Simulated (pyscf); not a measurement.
Optimised with ωB97X-D3(BJ)/def2-SVP in PySCF.

Task: For `[Cl][Si]([Cl])([Cl])[Cl]` + `[SiH2]` [singlet] -> `[Cl][SiH2][Si]([Cl])([Cl])[Cl]`, an insertion (singlet surface; Cl–Si broken, Cl–Si, Si–Si formed), PBE/def2-TZVP gives ΔE‡ = -26.5 kJ/mol and ΔE = -242.3 kJ/mol (zero: the separated reactants). In which direction and how far do PBE0-D3(BJ)/def2-TZVP, M06-2X/def2-TZVP, ωB97M-D3(BJ)/def2-TZVP move these?

Result: PBE0-D3(BJ): ΔE‡ = -30.1 kJ/mol, ΔE = -257.7 kJ/mol; M06-2X: ΔE‡ = -9.5 kJ/mol, ΔE = -234.4 kJ/mol; ωB97M-D3(BJ): ΔE‡ = -6.6 kJ/mol, ΔE = -225.4 kJ/mol. PBE's barrier lies among them. Its reaction energy lies among theirs. On the reactant side the descent ends in a bound adduct, 40.6 kJ/mol under the separated species and 10.1 kJ/mol under the saddle at ωB97X-D3(BJ)/def2-TZVP. At PBE, PBE0-D3(BJ), M06-2X, ωB97M-D3(BJ) the saddle lies under the separated reactants, which points to a path from their complex (located at ωB97X-D3(BJ) alone). At ωB97X-D3(BJ) the barrier from the zero used here is -30.5 kJ/mol. This is the saddle that the search found; another between the same sides may lie lower.
